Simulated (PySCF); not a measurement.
Species: CH2BH, CH3B.
Atom-mapped SMILES: `[BH:1]=[CH2:2]` (hydrogens: H3 on B1; H4, H5 on C2)

Theory: core-valence-separated Tamm–Dancoff BHandHLYP/aug-pcX-1 (pcseg-1 on H) in PySCF, non-relativistic, gas phase, PBE0-D3(BJ)/def2-SVP geometry.

Computed boron K-edge spectrum, Gaussian lines of 0.8 eV full width, highest printed point 100; it ends one width below the last computed root. The energies are unshifted.

```tsv
photon energy (eV)	absorption
184.6	1
184.8	3
185.0	13
185.2	37
185.4	72
185.6	100
185.8	98
186.0	68
186.2	33
186.4	11
186.6	3
186.8	0
187.0	0
187.2	0
187.4	0
187.6	0
187.8	0
188.0	1
188.2	5
188.4	17
188.6	38
188.8	61
189.0	69
189.2	56
189.4	32
189.6	13
189.8	4
190.0	1
190.2	0
190.4	0
190.6	1
190.8	2
191.0	5
191.2	9
191.4	13
191.6	14
191.8	15
192.0	17
192.2	20
192.4	20
192.6	16
192.8	11
193.0	7
```

Assign the maxima to core holes.

3 maxima:
- 185.7 eV: B1 (boron bonded to C and H), 185.69 eV, f = 0.093, 100 % of the height at the exact maximum
- 189.0 eV: B1 (boron bonded to C and H), 188.97 eV, f = 0.062, 100 % of the height at the exact maximum
- 192.3 eV: B1 (boron bonded to C and H), 192.35 eV, f = 0.011, 58 % of the height at the exact maximum; B1 (boron bonded to C and H), 192.26 eV, f = 0.007, 35 % of the height at the exact maximum

Further lines of some strength in the range: B1, 191.56 eV, f = 0.008.

Roots within 0.03 eV on the same or equivalent atoms count as one line; shares under 12 % aren't listed.

Vibrational structure and lifetime widths aren't in the curve. The ionisation threshold wasn't computed; near and above it a finite basis only mimics Rydberg series and continuum.
